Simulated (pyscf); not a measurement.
HO–Ga(OH)–Cl + HF → HO–Ga(OH)–F + HCl (four-centre exchange; singlet surface; Cl–Ga, F–H broken, F–Ga, Cl–H formed). Optimised with ωB97X-D3(BJ)/def2-SVP in PySCF. Energies in eV from the separated reactants.

| level | barrier | reaction energy |
|---|---|---|
| ωB97X-D3(BJ)/def2-TZVP | 0.14 | +0.40 |
| PBE/def2-TZVP | 0.02 | +0.30 |
| PBE0-D3(BJ)/def2-TZVP | 0.10 | +0.38 |
| M06-2X/def2-TZVP | 0.10 | +0.35 |
| ωB97M-D3(BJ)/def2-TZVP | 0.16 | +0.32 |
| HF/def2-TZVP | 0.67 | +0.32 |

On the reactant side the descent ends in an adduct with a F–Ga contact, 0.40 eV under the separated species and 0.54 eV under the saddle at ωB97X-D3(BJ)/def2-TZVP. On the product side the descent ends in an adduct with a Cl–Ga contact, 0.39 eV under the separated species and 0.13 eV under the saddle at ωB97X-D3(BJ)/def2-TZVP. At ωB97X-D3(BJ), PBE, PBE0-D3(BJ), M06-2X, ωB97M-D3(BJ) the saddle lies under the separated products, which points to a path from their complex (located at ωB97X-D3(BJ) alone), and parting the products costs more than the saddle. What is counted as formed (F–Ga) is already present as a longer contact in the reactant adduct; forming that adduct is a step of its own. What is counted as broken (Cl–Ga) persists as a longer contact in the product adduct; parting that adduct is a step of its own. One saddle was located; it need not be the lowest between these sides. Elements up to Kr have no core potential and no relativistic terms here.
